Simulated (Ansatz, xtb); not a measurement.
Species: C5H4N (charge -1, singlet). It need not be the lowest isomer of its formula. Whether it binds its extra electron was not tested at this geometry. SMILES: [c-]1cccnc1
Geometry from a B3LYP-D3(BJ)/def2-TZVP (Ansatz, an electronic-structure program) optimisation:
```xyz
10

N      0.0166    -0.0300     1.3916
C     -0.0154    -0.0702    -1.3786
C     -0.0032     1.1129     0.7013
C      0.0198    -1.1682     0.6644
C      0.0050    -1.3274    -0.7403
C     -0.0198     1.1441    -0.6870
H     -0.0288    -0.0157    -2.4724
H     -0.0059     2.0363     1.2807
H      0.0364    -2.0603     1.2984
H     -0.0357     2.1022    -1.2064
```
Charge -1, spin multiplicity 1.

Harmonic wavenumbers from GFN2-xTB (xtb, at its own minimum), cm⁻¹: 257, 317, 579, 614, 684, 707, 859, 887, 929, 979, 1030, 1100, 1120, 1198, 1225, 1300, 1338, 1429, 1486, 1549, 2815, 2828, 2858, 2895.

**Question.** Give the harmonic wavenumbers at B3LYP-D3(BJ)/def2-TZVP (Ansatz, finite differences of forces, unscaled).

**Answer.** 332, 390, 615, 669, 733, 766, 900, 926, 967, 975, 1041, 1073, 1095, 1207, 1225, 1341, 1392, 1450, 1528, 1570, 2998, 3013, 3060, 3090 cm⁻¹. Zero-point energy 46.3 kcal/mol.

**Question.** From these and the geometry, give the ideal-gas thermochemistry at 298.15 K and 1 atm (rigid rotor, harmonic oscillator).

**Answer.** Point group Cs, rotational symmetry number 1. Rotational constants 6.236, 5.985, 3.054 GHz. S(trans) 38.98, S(rot) 25.45, S(vib) 4.37, S(elec, spin only) 0.00, S 68.8 cal/(mol K). H(298) - H(0) 3.31 kcal/mol; G - E(el) 29.1 kcal/mol.
